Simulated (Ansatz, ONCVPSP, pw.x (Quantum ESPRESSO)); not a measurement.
# pw.x on bcc Re: one setting changed

Potential: optimised norm-conserving Vanderbilt (ONCV), ONCVPSP 4.0.1.1 (patched build), PBEsol; core [Kr] 4d10 4f14, reference 5s2 5p6 5d5 6s2; waves: 5s+6s: rc 1.85 bohr, ncon 3, nbas 7, qcut 5.1 1/bohr, 2 projectors; 5p: rc 2.00 bohr, ncon 4, nbas 8, qcut 5.4 1/bohr, 2 projectors, debl 3.1 Ha; 5d: rc 2.25 bohr, ncon 4, nbas 8, qcut 7 1/bohr, 1 projector; local part: polynomial inside 1.50 bohr (lpopt 3, dvloc0 6 Ha); core correction: none.

The reference run (k-mesh 15³, cutoffs 45/180 Ry, Fermi–Dirac 0.01 Ry, mixing_beta 0.4, conv_thr 1e-9, no spin) gives -0.21 GPa at 14.678 Å³/atom, where all-electron LAPW gives 0.85 GPa. This run, with its own iteration cap, changes smearing to mv.

```
&control
  calculation='scf', prefix='x', pseudo_dir='./', outdir='./tmp', tstress=.true., disk_io='none'
/
&system
  ibrav=0, nat=1, ntyp=1, ecutwfc=45, ecutrho=180, nbnd=15,
  occupations='smearing', smearing='mv', degauss=0.01
/
&electrons
  conv_thr=1e-09, mixing_beta=0.4, electron_maxstep=60
/
ATOMIC_SPECIES
Re 1.0 Re.UPF
CELL_PARAMETERS angstrom
  -1.54241875 1.54241875 1.54241875
  1.54241875 -1.54241875 1.54241875
  1.54241875 1.54241875 -1.54241875
ATOMIC_POSITIONS crystal
Re 0.0000 0.0000 0.0000
K_POINTS automatic
15 15 15 0 0 0
```

```bash
pw.x < Re.scf.in > Re.scf.out
```

Task: How does the run end?

Result: It converges in 7 iterations; the free energy moves by +38.1 meV/atom and the pressure by -0.49 GPa. This scheme is built to cancel the term in the square of the width that Fermi–Dirac smearing leaves in the F of a metal.

```
Message from routine setup:
     using ibrav=0 with symmetry is DISCOURAGED, use correct ibrav instead
     lattice parameter (alat)  =       5.0485  a.u.
     unit-cell volume          =      99.0521 (a.u.)^3
     number of electrons       =        15.00
     number of Kohn-Sham states=           15
     kinetic-energy cutoff     =      45.0000  Ry
     charge density cutoff     =     180.0000  Ry
     scf convergence threshold =      1.0E-09
     Exchange-correlation= PBESOL
     number of k points=   120  Marzari-Vanderbilt smearing, width (Ry)=  0.0100
     iteration #  1     ecut=    45.00 Ry     beta= 0.40
     total energy              =    -160.48861862 Ry
     estimated scf accuracy    <       0.03948492 Ry
     iteration #  2     ecut=    45.00 Ry     beta= 0.40
     total energy              =    -160.48973997 Ry
     estimated scf accuracy    <       0.00536200 Ry
     iteration #  3     ecut=    45.00 Ry     beta= 0.40
     total energy              =    -160.49028440 Ry
     estimated scf accuracy    <       0.00040346 Ry
     iteration #  4     ecut=    45.00 Ry     beta= 0.40
     total energy              =    -160.49029798 Ry
     estimated scf accuracy    <       0.00000338 Ry
     iteration #  5     ecut=    45.00 Ry     beta= 0.40
     total energy              =    -160.49029864 Ry
     estimated scf accuracy    <       0.00000020 Ry
     iteration #  6     ecut=    45.00 Ry     beta= 0.40
     total energy              =    -160.49029865 Ry
     estimated scf accuracy    <          3.4E-09 Ry
     iteration #  7     ecut=    45.00 Ry     beta= 0.40
     the Fermi energy is    24.7725 ev
!    total energy              =    -160.49029865 Ry
     estimated scf accuracy    <          1.7E-10 Ry
     smearing contrib. (-TS)   =      -0.00013585 Ry
     The total energy is F=E-TS. E is the sum of the following terms:
     one-electron contribution =     -22.86354042 Ry
     hartree contribution      =      19.89035251 Ry
     xc contribution           =     -17.05418986 Ry
     ewald contribution        =    -140.46278504 Ry
     convergence has been achieved in   7 iterations
          total   stress  (Ry/bohr**3)                   (kbar)     P=       -7.00
     Message from routine punch:
     Nothing written, as per user request (disk_io='none')
```

The run took about 18 s on one core of a shared host (Neoverse-N1, 64 threads, 124 GiB, load 57).
